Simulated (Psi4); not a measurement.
# SiH4O (Si(OH)H3) at MP2.5/6-31G (Cholesky decomposition), part 2 of 2

Psi4 1.11. The steps go on from the part before.

## (3) The triplet at the same level

job.py

```python
import psi4

psi4.set_memory(1600000000)
psi4.set_num_threads(1)
psi4.core.set_output_file('output.dat', False)

mol = psi4.geometry("""
0 3
Si
O 1 1.625204
H 2 0.952862 1 122.3801
H 1 1.464377 2 110.31981 3 60.88288
H 1 1.463996 4 108.82718 2 121.1831
H 1 1.453377 5 112.92035 4 -126.19381
units angstrom
symmetry c1
no_reorient
no_com
""")

psi4.set_options({
    'reference': 'uhf',
    'scf_type': 'cd',
    'mp_type': 'conv',
})

e_tot, wfn = psi4.energy('mp2.5/6-31G', return_wfn=True)
print(f'total energy {e_tot:.8f} hartree = {e_tot * 27.211386:.5f} eV')
```

Run with:

```sh
$ python job.py
```

output.dat:

```text
=> Loading Basis Set <=

    Name: 6-31G
    Role: ORBITAL
    Keyword: BASIS

         ---------------------------------------------------------
                                   SCF
                              UHF Reference
                        1 Threads,   1525 MiB Core
         ---------------------------------------------------------

  ==> Geometry <==

    Molecular point group: c1
    Full point group: C1

    Geometry (in Angstrom), charge = 0, multiplicity = 3:

       Center              X                  Y                   Z               Mass
    ------------   -----------------  -----------------  -----------------  -----------------
         SI           0.000001349634     0.015682693625    -0.558992706699    27.976926534650
         O            0.000001349634     0.015682693625     1.066211293301    15.994914619570
         H            0.000001349634    -0.789022584683     1.576500824946     1.007825032230
         H           -1.199704339318    -0.652534530517    -1.067512125585     1.007825032230
         H            1.181565475020    -0.683147235506    -1.067743368385     1.007825032230
         H            0.018078629557     1.440461658858    -0.845319122368     1.007825032230

  Running in c1 symmetry.

  Rotational constants: A =      2.61333  B =      0.47699  C =      0.46727 [cm^-1]
  Rotational constants: A =  78345.68900  B =  14299.80728  C =  14008.53852 [MHz]
  Nuclear repulsion =   65.669472594748370

  Charge       = 0
  Multiplicity = 3
  Electrons    = 26
  Nalpha       = 14
  Nbeta        = 12

  ==> Algorithm <==

  SCF Algorithm Type is CD.
  DIIS enabled.
  MOM disabled.
  Fractional occupation disabled.
  Guess Type is SAD.
  Energy threshold   = 1.00e-08
  Density threshold  = 1.00e-08
  Integral threshold = 1.00e-12

  ==> Primary Basis <==

  Basis Set: 6-31G
    Blend: 6-31G
    Number of shells: 20
    Number of basis functions: 30
    Number of Cartesian functions: 30
    Spherical Harmonics?: false
    Max angular momentum: 1

  ==> Integral Setup <==

  ==> CDJK: Cholesky-decomposed J/K Matrices <==

    J tasked:                     Yes
    K tasked:                     Yes
    wK tasked:                     No
    Integrals threads:              1
    Memory [MiB]:                1144
    Algorithm:                   Core
    Integral Cache:              NONE
    Schwarz Cutoff:             1E-12
    Cholesky tolerance:      1.00E-04
    No. Cholesky vectors:         123

  Minimum eigenvalue in the overlap matrix is 2.7463223995E-02.
  Reciprocal condition number of the overlap matrix is 7.0529060607E-03.
    Using symmetric orthogonalization.

  ==> Pre-Iterations <==

  SCF Guess: Superposition of Atomic Densities via on-the-fly atomic UHF (no occupation information).

   -------------------------
    Irrep   Nso     Nmo
   -------------------------
     A         30      30
   -------------------------
    Total      30      30
   -------------------------

  ==> Iterations <==

                        Total Energy        Delta E     RMS |[F,P]|

   @UHF iter SAD:  -365.44954778638441   -3.65450e+02   0.00000e+00
   @UHF iter   1:  -365.63419866455467   -1.84651e-01   1.38455e-02 DIIS/ADIIS
   @UHF iter   2:  -365.67877379433662   -4.45751e-02   1.32334e-02 DIIS/ADIIS
   @UHF iter   3:  -365.73839388714208   -5.96201e-02   1.83396e-03 DIIS/ADIIS
   @UHF iter   4:  -365.74815972957111   -9.76584e-03   1.70458e-03 DIIS/ADIIS
   @UHF iter   5:  -365.75929463261463   -1.11349e-02   1.57646e-03 DIIS/ADIIS
   @UHF iter   6:  -365.76705955045401   -7.76492e-03   1.44451e-03 DIIS/ADIIS
   @UHF iter   7:  -365.77833167783410   -1.12721e-02   2.38132e-03 DIIS/ADIIS
   @UHF iter   8:  -365.78004870893074   -1.71703e-03   9.30859e-04 DIIS/ADIIS
   @UHF iter   9:  -365.78225270784247   -2.20400e-03   1.53100e-04 DIIS/ADIIS
   @UHF iter  10:  -365.78233774559601   -8.50378e-05   9.69555e-05 DIIS
   @UHF iter  11:  -365.78236723306929   -2.94875e-05   2.48111e-05 DIIS
   @UHF iter  12:  -365.78236916320640   -1.93014e-06   3.10220e-05 DIIS
   @UHF iter  13:  -365.78237025264815   -1.08944e-06   3.78108e-06 DIIS
   @UHF iter  14:  -365.78237026174179   -9.09364e-09   3.32981e-06 DIIS
   @UHF iter  15:  -365.78237027353487   -1.17931e-08   6.84576e-07 DIIS
   @UHF iter  16:  -365.78237027365014   -1.15278e-10   6.98825e-07 DIIS
   @UHF iter  17:  -365.78237027422864   -5.78495e-10   6.52260e-08 DIIS
   @UHF iter  18:  -365.78237027423455   -5.91172e-12   3.09462e-08 DIIS
   @UHF iter  19:  -365.78237027423705   -2.50111e-12   1.71596e-08 DIIS
   @UHF iter  20:  -365.78237027423921   -2.16005e-12   1.45917e-08 DIIS
   @UHF iter  21:  -365.78237027424285   -3.63798e-12   9.84058e-09 DIIS
  Energy and wave function converged.

  ==> Post-Iterations <==

   @Spin Contamination Metric:   7.089979901E-03
   @S^2 Expected:                2.000000000E+00
   @S^2 Observed:                2.007089980E+00
   @S   Expected:                1.000000000E+00
   @S   Observed:                1.000000000E+00

    Orbital Energies [Eh]
    ---------------------

    Alpha Occupied:

       1A    -68.812483     2A    -20.761428     3A     -6.183831
       4A     -4.293009     5A     -4.286807     6A     -4.286791
       7A     -1.582476     8A     -0.906993     9A     -0.803756
      10A     -0.767261    11A     -0.673434    12A     -0.498500
      13A     -0.495011    14A     -0.142101

    Alpha Virtual:

      15A      0.153060    16A      0.179109    17A      0.190425
      18A      0.277001    19A      0.307173    20A      0.362618
      21A      0.377876    22A      0.486807    23A      1.034391
      24A      1.048112    25A      1.112076    26A      1.182480
      27A      1.202627    28A      1.217667    29A      1.369326
      30A      1.579127

    Beta Occupied:

       1A    -68.811479     2A    -20.710547     3A     -6.182579
       4A     -4.287793     5A     -4.287185     6A     -4.285632
       7A     -1.397433     8A     -0.864138     9A     -0.709552
      10A     -0.626527    11A     -0.498586    12A     -0.486258

    Beta Virtual:

      13A     -0.037325    14A      0.128616    15A      0.202384
      16A      0.222224    17A      0.245261    18A      0.289718
      19A      0.334652    20A      0.373484    21A      0.387624
      22A      0.529112    23A      1.079747    24A      1.142455
      25A      1.201229    26A      1.213732    27A      1.231858
      28A      1.234235    29A      1.389316    30A      1.648138

    Final Occupation by Irrep:
              A
    DOCC [    12 ]
    SOCC [     2 ]
    NA   [    14 ]
    NB   [    12 ]

  @UHF Final Energy:  -365.78237027424285

   => Energetics <=

    Nuclear Repulsion Energy =             65.6694725947483704
    One-Electron Energy =                -635.2620956074845253
    Two-Electron Energy =                 203.8102527384932614
    Total Energy =                       -365.7823702742428509

  UHF NO Occupations:
  HONO-2 :   12  A 1.9985575
  HONO-1 :   13  A 1.0000000
  HONO-0 :   14  A 1.0000000
  LUNO+0 :   15  A 0.0014425
  LUNO+1 :   16  A 0.0010146
  LUNO+2 :   17  A 0.0004975
  LUNO+3 :   18  A 0.0003336

Computation Completed

Properties will be evaluated at   0.000000,   0.000000,   0.000000 [a0]

Properties computed using the SCF density matrix

 Multipole Moments:

 ------------------------------------------------------------------------------------
     Multipole            Electronic (a.u.)      Nuclear  (a.u.)        Total (a.u.)
 ------------------------------------------------------------------------------------

 L = 1.  Multiply by 2.5417464519 to convert [e a0] to [Debye]
 Dipole X            :          0.0003699           -0.0000552            0.0003148
 Dipole Y            :          0.5382782           -0.6410394           -0.1027612
 Dipole Z            :          1.6931930           -1.3233399            0.3698530
 Magnitude           :                                                    0.3838636

 ------------------------------------------------------------------------------------

	total time  =          1 seconds =       0.02 minutes
 MINTS: Wrapper to libmints.

   Calculation information:
      Number of threads:                 1
      Number of atoms:                   6
      Number of AO shells:              20
      Number of SO shells:              20
      Number of primitives:             56
      Number of atomic orbitals:        30
      Number of basis functions:        30

      Number of irreps:                  1
      Integral cutoff                 1.00e-12
      Number of functions per irrep: [  30 ]

 OEINTS: Overlap, kinetic, potential, dipole, and quadrupole integrals
         stored in file 35.

      Computing two-electron integrals...done
      Computed 79821 non-zero two-electron integrals.
        Stored in file 33.

  Module OCC Options:
  ----------------------------------------------------------------------------
  ACTIVE                        => (empty)
  BASIS_RELATIVISTIC            => (empty)
  BENCH                         => (empty)
  CACHELEVEL                    => (empty)
  CCL_ENERGY                    => (empty)
  CC_MAXITER                    => (empty)
  CC_TYPE                       => (empty)
  CEPA_OS_SCALE                 => (empty)
  CEPA_SOS_SCALE                => (empty)
  CEPA_SS_SCALE                 => (empty)
  CEPA_TYPE                     => (empty)
  CI_TYPE                       => (empty)
  CUBEPROP_BASIS_FUNCTIONS      => (empty)
  CUBEPROP_FILEPATH             => (empty)
  CUBEPROP_ISOCONTOUR_THRESHOLD => (empty)
  CUBEPROP_ORBITALS             => (empty)
  CUBEPROP_TASKS                => (empty)
  CUBIC_BASIS_TOLERANCE         => (empty)
  CUBIC_BLOCK_MAX_POINTS        => (empty)
  CUBIC_GRID_OVERAGE            => (empty)
  CUBIC_GRID_SPACING            => (empty)
  CUTOFF                        => (empty)
  DDX                           => (empty)
  DEBUG                         => (empty)
  DERTYPE                       => (empty)
  DF_BASIS_CC                   => (empty)
  DIE_IF_NOT_CONVERGED          => (empty)
  DIIS_MAX_VECS                 => (empty)
  DIIS_MIN_VECS                 => (empty)
  DKH_ORDER                     => (empty)
  DOCC                          => (empty)
  DO_DIIS                       => (empty)
  DO_LEVEL_SHIFT                => (empty)
  DO_SCS                        => (empty)
  DO_SOS                        => (empty)
  E3_SCALE                      => (empty)
  EA_POLES                      => (empty)
  EKT_EA                        => (empty)
  EKT_IP                        => (empty)
  EP_EA_POLES                   => (empty)
  EP_IP_POLES                   => (empty)
  EP_MAXITER                    => (empty)
  EXTERNAL_POTENTIAL_SYMMETRY   => (empty)
  E_CONVERGENCE                 => 1e-06           !
  FREEZE_CORE                   => (empty)
  FREEZE_CORE_POLICY            => (empty)
  FROZEN_DOCC                   => (empty)
  FROZEN_UOCC                   => (empty)
  INTEGRAL_PACKAGE              => (empty)
  IP_POLES                      => (empty)
  LEVEL_SHIFT                   => (empty)
  LITERAL_CFOUR                 => (empty)
  LS_THC_BASIS_TOLERANCE        => (empty)
  LS_THC_DF                     => (empty)
  LS_THC_PRUNING_SCHEME         => (empty)
  LS_THC_RADIAL_POINTS          => (empty)
  LS_THC_SPHERICAL_POINTS       => (empty)
  LS_THC_S_EPSILON              => (empty)
  LS_THC_WEIGHTS_TOLERANCE      => (empty)
  MAT_NUM_COLUMN_PRINT          => (empty)
  MAX_MOGRAD_CONVERGENCE        => (empty)
  MAX_RADIAL_MOMENT             => (empty)
  MBIS_D_CONVERGENCE            => (empty)
  MBIS_MAXITER                  => (empty)
  MBIS_PRUNING_SCHEME           => (empty)
  MBIS_RADIAL_POINTS            => (empty)
  MBIS_SPHERICAL_POINTS         => (empty)
  MOGRAD_DAMPING                => (empty)
  MOLDEN_WITH_VIRTUAL           => (empty)
  MO_MAXITER                    => (empty)
  MO_READ                       => (empty)
  MO_STEP_MAX                   => (empty)
  MO_WRITE                      => (empty)
  MP2_OS_SCALE                  => (empty)
  MP2_SOS_SCALE                 => (empty)
  MP2_SOS_SCALE2                => (empty)
  MP2_SS_SCALE                  => (empty)
  MP2_TYPE                      => (empty)
  MP_TYPE                       => CONV            !
  NAT_ORBS                      => (empty)
  NUM_FROZEN_DOCC               => (empty)
  NUM_FROZEN_UOCC               => (empty)
  NUM_GPUS                      => (empty)
  OCC_ORBS_PRINT                => (empty)
  OEPROP                        => (empty)
  OPT_METHOD                    => (empty)
  ORBITAL_OPTIMIZER_PACKAGE     => (empty)
  ORB_OPT                       => FALSE           !
  ORB_RESP_SOLVER               => (empty)
  ORTH_TYPE                     => (empty)
  OS_SCALE                      => (empty)
  PARENT_SYMMETRY               => (empty)
  PCG_BETA_TYPE                 => (empty)
  PCG_CONVERGENCE               => (empty)
  PCG_MAXITER                   => (empty)
  PCM                           => (empty)
  PE                            => (empty)
  PRINT                         => (empty)
  PRINT_NOONS                   => (empty)
  PROPERTIES                    => (empty)
  PROPERTIES_ORIGIN             => (empty)
  PUREAM                        => (empty)
  QC_MODULE                     => (empty)
  RAS1                          => (empty)
  RAS2                          => (empty)
  RAS3                          => (empty)
  RAS4                          => (empty)
  RELATIVISTIC                  => (empty)
  RELAXED                       => (empty)
  REMP_A                        => (empty)
  RESTRICTED_DOCC               => (empty)
  RESTRICTED_UOCC               => (empty)
  RMS_MOGRAD_CONVERGENCE        => (empty)
  R_CONVERGENCE                 => (empty)
  SCF_TYPE                      => CD              !
  SCREENING                     => (empty)
  SCS_TYPE                      => (empty)
  SOCC                          => (empty)
  SOS_TYPE                      => (empty)
  SPIN_SCALE_TYPE               => NONE            !
  SS_SCALE                      => (empty)
  SYMMETRIZE                    => (empty)
  TPDM_ABCD_TYPE                => (empty)
  WFN                           => (empty)
  WFN_TYPE                      => OMP2.5          !
  WRITER_FILE_LABEL             => (empty)
  ZORA_BASIS_TOLERANCE          => (empty)
  ZORA_NR_DEBUG                 => (empty)
  ZORA_PRUNING_SCHEME           => (empty)
  ZORA_RADIAL_POINTS            => (empty)
  ZORA_SPHERICAL_POINTS         => (empty)

 ==============================================================================
 ==============================================================================
 ==============================================================================

                             MP2.5

 ==============================================================================
 ==============================================================================
 ==============================================================================

	MO spaces per irreps...

	IRREP   FC   AOCC  BOCC  AVIR    BVIR  FV
	==========================================
	   A     0    14    12    16     18     0
	==========================================

	Computing MP2 energy using SCF MOs (Canonical MP2)...
	==============================================================================
	Nuclear Repulsion Energy (a.u.)    :    65.66947259474837
	SCF Energy (a.u.)                  :  -365.78237027424285
	REF Energy (a.u.)                  :  -365.78237027424285
	Alpha-Alpha Contribution (a.u.)    :    -0.02123424106030
	Alpha-Beta Contribution (a.u.)     :    -0.12178985730730
	Beta-Beta Contribution (a.u.)      :    -0.01121898023626
	Scaled_SS Correlation Energy (a.u.):    -0.01081774043219
	Scaled_OS Correlation Energy (a.u.):    -0.14614782876876
	SCS-MP2 Total Energy (a.u.)        :  -365.93933584344381
	SOS-MP2 Total Energy (a.u.)        :  -365.94069708874235
	SCSN-MP2 Total Energy (a.u.)       :  -365.83948794372481
	SCS-MP2-VDW Total Energy (a.u.)    :  -365.95448790224441
	SOS-PI-MP2 Total Energy (a.u.)     :  -365.95287607447307
	MP2 Correlation Energy (a.u.)      :    -0.15424307860387
	MP2 Total Energy (a.u.)            :  -365.93661335284673
	==============================================================================

	Computing MP2.5 energy using SCF MOs (Canonical MP2.5)...
	==============================================================================
	Nuclear Repulsion Energy (a.u.)    :    65.66947259474837
	SCF Energy (a.u.)                  :  -365.78237027424285
	REF Energy (a.u.)                  :  -365.78237027424285
	Alpha-Alpha Contribution (a.u.)    :    -0.02093674638574
	Alpha-Beta Contribution (a.u.)     :    -0.13110234341654
	Beta-Beta Contribution (a.u.)      :    -0.01089997890107
	0.5 Energy Correction (a.u.)       :    -0.00869599009945
	MP2.5 Correlation Energy (a.u.)    :    -0.16293906870335
	MP2.5 Total Energy (a.u.)          :  -365.94530934294619
	==============================================================================

	total time  =          0 seconds =       0.00 minutes
```

The script printed:

```text
total energy -365.94530934 hartree = -9957.87907 eV
```

Wall time 2.5 s (1 thread of Intel Xeon Platinum 8259CL at 2.50GHz (Skylake/Cascade Lake), shared host); peak memory 0.2 GiB.

## (4) Summary of results

This closing draws on all 2 parts.

At MP2.5/6-31G (Cholesky decomposition):

| quantity | value |
| --- | --- |
| singlet: total energy | -366.22226 Eh |
| singlet: HOMO energy (Hartree–Fock orbitals) | -12.28 eV |
| singlet: LUMO energy (Hartree–Fock orbitals) | 3.41 eV |
| singlet: HOMO–LUMO gap (Hartree–Fock orbitals) | 15.69 eV |
| singlet: correlation energy | -187.3 mEh |
| triplet: total energy | -365.94531 Eh |
| triplet: HOMO energy (Hartree–Fock orbitals) (highest over α and β) | -3.87 eV |
| triplet: LUMO energy (Hartree–Fock orbitals) (lowest over α and β) | -1.02 eV |
| triplet: correlation energy | -162.9 mEh |
| triplet: ⟨S²⟩ of the reference determinant | 2.007 |
| vertical energy of the triplet above the singlet | 7.536 eV |

At this shape the triplet lies 7.54 eV (174 kcal/mol) above the singlet.
